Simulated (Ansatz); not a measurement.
# AlH3 (singlet): from Hartree-Fock to the top rungs at distance Al1–H3 = 1.891 Å, aug-cc-pVDZ

Aim: climb from Hartree-Fock through coupled cluster and multireference methods for AlH3 (singlet) at one geometry and basis, and see what each rung misses.

Method: aug-cc-pVDZ, core rule «outside noble gas», up to 5 orbitals frozen; program: Ansatz 0.2.0, Gaussian basis.

Plan: UHF; CCSD(T) on RHF; BCCD(T) on RHF; CISD; CCSDT(Q) on RHF; CCSDTQ on RHF; CASSCF and MRCISD+Q, 2 electrons in 2 orbitals; CASSCF and NEVPT2, 2 electrons in 2 orbitals; CASSCF and MRCISD+Q, 6 electrons in 7 orbitals; CASSCF and MRCISD+Q(relaxed), 6 electrons in 7 orbitals; CASSCF and NEVPT2, 6 electrons in 7 orbitals; Full CI.

9 further runs of the same task are left out: 9 for a known fault of the program.

**1. What is computed**

The geometry derives from a PBE0/def2-TZVP stationary point (not a proven minimum). One bond is set to the value named and the two fragments are kept rigid.

4 atoms, charge 0, spin multiplicity 1.

Atoms are counted from 1 here; the program's logs count them from 0.

Bond lengths: Al1–H2 1.586 Å, Al1–H3 1.891 Å, Al1–H4 1.586 Å. Angles: H2–Al1–H3 120.0°, H2–Al1–H4 120.0°, H3–Al1–H4 120.0°.

**2. UHF**

The input, in.yaml:

```yaml
crystal:
  periodic: [false, false, false]
  atoms:
    - {symbol: Al, position_ang: [0.005209, -0.008828, 0.000018]}
    - {symbol: H, position_ang: [1.590985, 0.006223, -0.000065]}
    - {symbol: H, position_ang: [-0.955791, 1.619775, -0.003309]}
    - {symbol: H, position_ang: [-0.774643, -1.389673, 0.002891]}
basis:
  gaussian: {orbitals: aug-cc-pVDZ}
magnetization: {spin_polarized: true, initial_magnetization: 0}
hamiltonian: {xc: hf}
output: {orbitals: {seedname: orbitals}}
```

Started as:

```
> ansatz run in.yaml --threads 1 --pin off --events-out ev --progress --plain --max-ram 4096MiB --backend cpu
```

The runs that follow: CCSD(T) on RHF; BCCD(T) on RHF; CISD; CCSDT(Q) on RHF; CCSDTQ on RHF; CASSCF and MRCISD+Q, 2 electrons in 2 orbitals; CASSCF and NEVPT2, 2 electrons in 2 orbitals; CASSCF and MRCISD+Q, 6 electrons in 7 orbitals; CASSCF and MRCISD+Q(relaxed), 6 electrons in 7 orbitals; CASSCF and NEVPT2, 6 electrons in 7 orbitals; Full CI.

Before running them: what should the planned runs give, taken together? Wanted: FCI below the RHF energy; RMP2 from FCI; RCCSD from FCI; RCCSD(T) from FCI; RCCSDT(Q) from FCI; NEVPT2 pair from FCI; MRCISD+Q pair from FCI; NEVPT2 valence from FCI; T1 diagnostic.

**Answer**, as computed:

| quantity | value |
| --- | --- |
| FCI below the RHF energy | -2.9909 eV |
| RMP2 from FCI | +772.7 meV |
| RCCSD from FCI | +54.6 meV |
| RCCSD(T) from FCI | +15.1 meV |
| RCCSDT(Q) from FCI | +0.4 meV |
| NEVPT2 pair from FCI | +715.7 meV |
| MRCISD+Q pair from FCI | -22.7 meV |
| NEVPT2 valence from FCI | +575.5 meV |
| levels within 1 kcal/mol (43 meV) | RCCSD(T), BCCD(T), RCCSDT, RCCSDT(Q), RCCSDTQ, MRCISD+Q pair, MRCISD+Q valence, MRCISD+Q(relaxed) valence |
| T1 diagnostic | 0.010 |
| effectively unpaired electrons | 0.05 |

What this shows: RCCSD(T) lands +15.1 meV from the yardstick (0.5 % of the correlation energy). MRCISD+Q pair, MRCISD+Q valence, MRCISD+Q(relaxed) valence fall below full CI: the +Q correction isn't variational, and the cores differ from full CI's. One determinant dominates. Of the multireference levels listed MRCISD+Q valence comes nearest in total energy (-2.1 meV), which doesn't show that its space is the better one. These misses are within one basis, not against nature.
